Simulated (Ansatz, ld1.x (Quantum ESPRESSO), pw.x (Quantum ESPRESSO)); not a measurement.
pw.x on sc P: one setting changed

Potential: norm-conserving RRKJ (Kleinman–Bylander form), ld1.x (Quantum ESPRESSO) 7.5, PBEsol; core [Ne], reference 3s2 3p3; waves: 3p (bound): rc 1.50 bohr; 3d channel at 0.3 Ry: rc 1.70 bohr; 3s (bound): rc 1.60 bohr; local part: the s channel; core correction: a·sin(br)/r model core inside 1.55 bohr; rho0 0.001.

The reference run (k-mesh 13³, cutoffs 60/240 Ry, Fermi–Dirac 0.01 Ry, mixing_beta 0.4, conv_thr 1e-9, no spin) gives 0.01 GPa at 14.206 Å³/atom, where all-electron LAPW gives 0.21 GPa. This run, with its own iteration cap, changes diagonalization to cg.

```
&control
  calculation='scf', prefix='x', pseudo_dir='./', outdir='./tmp', tstress=.true., disk_io='none'
/
&system
  ibrav=0, nat=1, ntyp=1, ecutwfc=60, ecutrho=240, nbnd=9,
  occupations='smearing', smearing='fd', degauss=0.01
/
&electrons
  conv_thr=1e-09, mixing_beta=0.4, electron_maxstep=50, diagonalization='cg'
/
ATOMIC_SPECIES
P 1.0 P.UPF
CELL_PARAMETERS angstrom
  2.42190593 0.00000000 0.00000000
  0.00000000 2.42190593 0.00000000
  0.00000000 0.00000000 2.42190593
ATOMIC_POSITIONS crystal
P 0.0000 0.0000 0.0000
K_POINTS automatic
13 13 13 0 0 0
```

```bash
pw.x < P.scf.in > P.scf.out
```

Problem. How does the run end?

Solution. It converges in 7 iterations; the free energy moves by +0.0 meV/atom and the pressure by +0.00 GPa. The result is that of the reference run.

```
Message from routine setup:
     using ibrav=0 with symmetry is DISCOURAGED, use correct ibrav instead
     lattice parameter (alat)  =       4.5767  a.u.
     unit-cell volume          =      95.8668 (a.u.)^3
     number of electrons       =         5.00
     number of Kohn-Sham states=            9
     kinetic-energy cutoff     =      60.0000  Ry
     charge density cutoff     =     240.0000  Ry
     scf convergence threshold =      1.0E-09
     Exchange-correlation= PBESOL
     number of k points=    84  Fermi-Dirac smearing, width (Ry)=  0.0100
     iteration #  1     ecut=    60.00 Ry     beta= 0.40
     total energy              =     -13.31792796 Ry
     estimated scf accuracy    <       0.00539949 Ry
     iteration #  2     ecut=    60.00 Ry     beta= 0.40
     total energy              =     -13.31776985 Ry
     estimated scf accuracy    <       0.00187628 Ry
     iteration #  3     ecut=    60.00 Ry     beta= 0.40
     total energy              =     -13.31778059 Ry
     estimated scf accuracy    <       0.00000076 Ry
     iteration #  4     ecut=    60.00 Ry     beta= 0.40
     c_bands:  1 eigenvalues not converged
     total energy              =     -13.31778118 Ry
     estimated scf accuracy    <       0.00000019 Ry
     iteration #  5     ecut=    60.00 Ry     beta= 0.40
     total energy              =     -13.31778120 Ry
     estimated scf accuracy    <       0.00000002 Ry
     iteration #  6     ecut=    60.00 Ry     beta= 0.40
     total energy              =     -13.31778120 Ry
     estimated scf accuracy    <          2.5E-09 Ry
     iteration #  7     ecut=    60.00 Ry     beta= 0.40
     the Fermi energy is    11.4091 ev
!    total energy              =     -13.31778120 Ry
     estimated scf accuracy    <          2.4E-11 Ry
     smearing contrib. (-TS)   =      -0.00123617 Ry
     The total energy is F=E-TS. E is the sum of the following terms:
     one-electron contribution =       5.36333553 Ry
     hartree contribution      =       0.39747291 Ry
     xc contribution           =      -3.57888646 Ry
     ewald contribution        =     -15.49846702 Ry
     convergence has been achieved in   7 iterations
          total   stress  (Ry/bohr**3)                   (kbar)     P=        0.05
     Message from routine punch:
     Nothing written, as per user request (disk_io='none')
```

The run took about 7.7 s on one core of a shared host (Neoverse-V1, 32 threads, 247 GiB, load 10).
